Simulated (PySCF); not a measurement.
## Ionisation energy of Be by level of theory

Be [He] 2s2 (1S) → Be⁺ [He] 2s1 (2S), as a difference of total energies. All numbers are calculated (PySCF 2.14, scalar relativity by spin-free X2C-1e, in aug-cc-pVDZ-DK (4s3p2d, 23 functions)). Correlated levels: valence: 1s2 frozen. The calculations carry no spin-orbit coupling.

| method | ionisation energy (eV) | error (eV) |
| --- | --- | --- |
| UHF | 8.076 | -1.247 |
| B3LYP | 9.159 | -0.164 |
| M06-L | 8.910 | -0.413 |
| MP2 (valence) | 8.777 | -0.546 |
| SCS-MP2 (valence) | 8.917 | -0.406 |
| CCSD (valence) | 9.287 | -0.036 |

Reference: 9.323 eV (measured; NIST Atomic Spectra Database, ionization energies).

Errors of the correlated levels include the incompleteness of this basis and the frozen core.

With two correlated electrons CCSD is exact in that space.
